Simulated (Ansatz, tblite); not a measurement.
Removing an electron: Si3H2⁻ (the lowest doublet isomer of a short search). Total charge -1; doublet. Geometry: B3LYP-D4/def2-TZVPD. Ansatz, gas phase; energy differences of separate SCF runs; the oxidised species is a singlet (the triplet lies 0.48 eV higher at PBE0-D4/def2-TZVPD).

```xyz
5

Si   -0.117    0.164    1.032
Si   -1.372   -1.280   -0.109
Si   -0.223    0.613   -1.155
H     0.981    0.293   -2.044
H     0.731    0.211    2.276
```

The xTB rows come from tblite. Correlated methods freeze 15 core orbitals. The structure comes from a short search, and lower isomers may exist.

**Question.** Estimate orbital energies and vertical ionisation energies at: GFN1-xTB; GFN2-xTB; PBE-D4/def2-TZVPD; r2SCAN-D4/def2-TZVPD; PBE0-D4/def2-TZVPD; CCSD/def2-TZVPPD; CCSD(T)/def2-TZVPPD.

**Answer.** 
```json
{"level": "GFN1-xTB", "−HOMO (eV)": "–", "vertical IE (eV)": "6.77", "−LUMO (eV)": "–", "HOMO–LUMO gap (eV)": "–", "remarks": "–"}
{"level": "GFN2-xTB", "−HOMO (eV)": "–", "vertical IE (eV)": "3.50", "−LUMO (eV)": "–", "HOMO–LUMO gap (eV)": "–", "remarks": "–"}
{"level": "PBE-D4/def2-TZVPD", "−HOMO (eV)": "-0.49", "vertical IE (eV)": "1.94", "−LUMO (eV)": "-1.35", "HOMO–LUMO gap (eV)": "0.87", "remarks": "HOMO above zero (-1 doublet), restricted SCF unstable in HF (singlet)"}
{"level": "r2SCAN-D4/def2-TZVPD", "−HOMO (eV)": "-0.24", "vertical IE (eV)": "2.07", "−LUMO (eV)": "-1.65", "HOMO–LUMO gap (eV)": "1.42", "remarks": "HOMO above zero (-1 doublet), restricted SCF unstable in HF (singlet)"}
{"level": "PBE0-D4/def2-TZVPD", "−HOMO (eV)": "0.32", "vertical IE (eV)": "2.01", "−LUMO (eV)": "-2.11", "HOMO–LUMO gap (eV)": "2.43", "remarks": "restricted SCF unstable in HF (singlet)"}
{"level": "CCSD/def2-TZVPPD", "−HOMO (eV)": "–", "vertical IE (eV)": "1.78", "−LUMO (eV)": "–", "HOMO–LUMO gap (eV)": "–", "remarks": "large T1 (0.026) (singlet), large T1 (0.051) (-1 doublet), restricted SCF unstable (singlet), spin-contaminated (⟨S²⟩ 1.00) (-1 doublet)"}
{"level": "CCSD(T)/def2-TZVPPD", "−HOMO (eV)": "–", "vertical IE (eV)": "1.80", "−LUMO (eV)": "–", "HOMO–LUMO gap (eV)": "–", "remarks": "large T1 (0.026) (singlet), large T1 (0.051) (-1 doublet), restricted SCF unstable (singlet), spin-contaminated (⟨S²⟩ 1.00) (-1 doublet)"}
```

Run but left out: HF/def2-TZVPPD (doublet: a determinant that CCSD turns far, T1 0.051); MP2/def2-TZVPPD (doublet: ⟨S²⟩ 1.00, where a pure state has 0.75).  A HOMO above zero means that the electron is unbound at that level or that self-interaction error raises the level; the energy of removing that electron tells which. HOMO and LUMO are the levels of the spin that leaves or enters (xTB has no such levels and no spin-polarisation term). Other spin states of the ions may lie lower, which would lower the ionisation energy or raise the affinity. Raw xTB energy differences between charge states are shifted by several eV; the methods need an empirical correction for them.
